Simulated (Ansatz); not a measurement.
Basis-set series for `C/C=C(\N)F`. The species carries charge 0 and has multiplicity 1. Geometry: relaxed with PBE0-D4/def2-TZVP. It is one conformer, not always the lowest.

Cartesian coordinates in Å:
```
C -0.381 -1.155 0.825
C 0.365 -0.700 -0.384
C 0.410 0.555 -0.815
N -0.259 1.669 -0.361
F 1.145 0.869 -1.893
H 0.196 -1.897 1.383
H -0.593 -0.335 1.518
H -1.341 -1.621 0.573
H 0.891 -1.433 -0.983
H 0.296 2.512 -0.382
H -0.728 1.537 0.520
```

```
functional       basis  functions  energy (Eh)  HOMO (eV)  LUMO (eV)
   PBE0-D4    def2-SVP        100   -272.00807      -5.90       1.52
   PBE0-D4  def2-QZVPP        465   -272.33841      -6.09       0.44
   ωB97M-V    def2-SVP        100   -272.18745      -8.10       3.21
   ωB97M-V  def2-QZVPP        465   -272.52898      -8.31       1.61
```

(1) Give the rows for def2-TZVPP. (Estimate.)

Results:

(1) The calculation gave: 
```
functional       basis  functions  energy (Eh)  HOMO (eV)  LUMO (eV)
   PBE0-D4  def2-TZVPP        239   -272.32338      -6.05       0.87
   ωB97M-V  def2-TZVPP        239   -272.51463      -8.27       2.30
```

Positive LUMOs are unbound and depend on the basis.

All numbers were calculated with Ansatz.
